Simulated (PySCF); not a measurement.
**Working out the electron affinity of Cl**

Cl⁻ [Ar] (1S) → Cl [Ne] 3s2 3p5 (2P). Calculation: PySCF 2.14, in aug-cc-pCVTZ-DK; scalar relativity by spin-free X2C-1e. Frozen: nothing. Energies in hartree (1 hartree = 27.21139 eV):

| part | Cl⁻ (lower) | Cl (upper) |
| --- | --- | --- |
| UHF | -460.981688 | -460.894996 |
| MP2 opposite-spin | -0.400873 | -0.369282 |
| MP2 same-spin | -0.148805 | -0.133745 |

Task: What does Hartree-Fock give?

Result: (-460.894996) − (-460.981688) = 0.086692 hartree = 2.359 eV.

Task: What do MP2 and SCS-MP2 (6/5 opposite-spin, 1/3 same-spin) give?

Result: The opposite-spin parts differ by 0.860 eV and the same-spin parts by 0.410 eV. MP2: 2.359 + (0.860) + (0.410) = 3.629 eV. SCS-MP2: 2.359 + 1.2 × (0.860) + (0.410)/3 = 3.528 eV.

A first-order spin-orbit estimate adds -0.035 eV to MP2 (all electrons), giving 3.594 eV against 3.613 eV (measured; photodetachment measurements, as compiled on the Wikipedia data page of electron affinities).

What remains against the reference includes basis incompleteness and correlation beyond second order.
